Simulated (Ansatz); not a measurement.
The input, for Ansatz 0.2.0:

```yaml
crystal:
  periodic: [false, false, false]
  atoms:
    - {symbol: Si, position_ang: [-1.464364, -0.015106, -0.003909]}
    - {symbol: Br, position_ang: [0.590362, 0.008549, 0.002187]}
    - {symbol: H, position_ang: [-2.029818, 1.362398, 0.002511]}
    - {symbol: H, position_ang: [-1.929185, -0.801611, 1.234547]}
    - {symbol: H, position_ang: [-2.038292, -0.817585, -1.301524]}
basis:
  gaussian: {orbitals: cc-pVDZ}
magnetization: {spin_polarized: true, initial_magnetization: 0}
hamiltonian: {xc: {name: PBE}}
correlation: {method: ccsd_t, electrons: outside_noble_gas}
```

```sh
$ ansatz run in.yaml --threads 1 --pin off --events-out ev --progress --plain --max-ram 2393MiB
```

Question: Roughly how long does this take on 1 thread of Arm Neoverse V1, shared host, and how much host memory?

Answer: 3.2 s wall and 0.16 GiB.

```
626 factors; integrals over basis functions are off by at most 9.9e-4 eV
mean field evaluation 1: about -77956.8853 eV, gradient 8.3e0 eV
mean field evaluation 2: about -77956.8832 eV, gradient 8.3e0 eV
mean field evaluation 4: about -77957.4567 eV, gradient 2.6e0 eV
mean field evaluation 8: about -77957.4991 eV, gradient 1.1e-2 eV
mean field -77957.49914532 eV, -2864.8852520996 hartree, gradient 9.3e-6 eV, S^2 0.000000; 0 other end points of the search recorded, 0 dependent functions left out
19 core orbitals not correlated: weight in the atoms' cores, before any rotation towards them, 1.000 or more for the frozen orbitals, at most 0.000 for the correlated occupied ones
reference -77907.79115113 eV, -2863.0585170067 hartree; 7, 7 occupied and 34, 34 virtual orbitals, 626 factors
second order -6.21575145 eV of doubles, -0.29277134 eV of singles
cycle   1  -7.03437401 eV  change   -5.4e-1 eV  update   5.6e-2
cycle   2  -7.21840525 eV  change   -1.8e-1 eV  update   1.7e-2
cycle   3  -7.25304107 eV  change   -3.5e-2 eV  update   5.1e-3
cycle   4  -7.25346542 eV  change   -4.2e-4 eV  update   1.1e-3
cycle   5  -7.25349783 eV  change   -3.2e-5 eV  update   2.8e-4
cycle   6  -7.25347498 eV  change    2.3e-5 eV  update   9.9e-5
cycle   7  -7.25347385 eV  change    1.1e-6 eV  update   2.7e-5
cycle   8  -7.25348067 eV  change   -6.8e-6 eV  update   7.1e-6
perturbative correction -0.15325472 eV, -0.0056320073 hartree
Total energy: -77915.19788653 eV, -2863.3307095121 hartree
```
